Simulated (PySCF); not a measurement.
# Choosing a basis for TDDFT

CH2PH, CH3P.
SMILES with atom numbers: `[CH2:1]=[PH:2]` (hydrogens: H3, H4 on C1; H5 on P2)

TDDFT with PBE0 (PySCF), vertical singlets, core orbitals frozen in the response, spherical d and f functions. Isolated species at its PBE0-D3(BJ)/def2-SVP geometry, gas phase.

Question: How do the low singlets change with the basis? Take 6-31+G*, def2-SVP, aug-cc-pVDZ, def2-TZVP, def2-TZVPD and aug-cc-pVTZ.

Answer: 

```
      basis  functions  diffuse  S1 (eV)  S2 (eV)  S3 (eV)  S4 (eV)  S5 (eV)  LUMO (eV)  α (au)
    6-31+G*         46      yes     4.77     5.89     6.54     6.99     7.06      -1.82    36.0
   def2-SVP         47       no     4.81     6.11     6.97     7.30     8.16      -1.62    31.6
aug-cc-pVDZ         77      yes     4.67     5.80     6.45     6.87     6.90      -1.85    41.3
  def2-TZVP         86       no     4.69     5.80     6.79     6.96     7.69      -1.80    37.0
 def2-TZVPD        107      yes     4.66     5.75     6.55     6.87     7.13      -1.85    41.3
aug-cc-pVTZ        165      yes     4.65     5.74     6.42     6.85     6.86      -1.87    41.8
```

States are compared by their number. Against the largest diffuse basis here (aug-cc-pVTZ, itself not a converged limit), sets without diffuse functions differ by up to 0.16 eV in S1 and 1.29 eV in S5; the smaller diffuse sets differ by up to 0.12 and 0.26 eV. State by state, the largest deviation of a set without diffuse functions is S1 0.16, S2 0.38, S3 0.55, S4 0.44, S5 1.29 eV. The same number needn't mean the same state in each row. Against aug-cc-pVTZ the polarisability deviates by -14% in 6-31+G*, -24% in def2-SVP, -1% in aug-cc-pVDZ, -11% in def2-TZVP, -1% in def2-TZVPD. A single + in a Pople set puts diffuse functions on heavy atoms only.
